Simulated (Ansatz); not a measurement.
hcp Os: Voigt–Reuss–Hill shear modulus by level of theory

No measured value is used here.

```json
[
 {"level (code)": "LDA (Ansatz)", "value (GPa)": "[?]", "cell (Å³/atom)": "13.70"},
 {"level (code)": "PBE (Ansatz)", "value (GPa)": "263", "cell (Å³/atom)": "14.27"},
 {"level (code)": "PBEsol (Ansatz)", "value (GPa)": "284", "cell (Å³/atom)": "13.89"},
 {"level (code)": "r²SCAN (Ansatz)", "value (GPa)": "281", "cell (Å³/atom)": "14.02"}
]
```

### Question
What belongs in the gaps?

### Answer

- LDA (Ansatz, a program for electronic structure), value (GPa): 290

Density-functional levels without +SOC have no spin–orbit coupling. Each level is taken at its own relaxed cell. Cutoffs differ between the levels. Ansatz's density-functional and Hartree–Fock values are scalar-relativistic unless marked +SOC, with PAW data made under PBE.
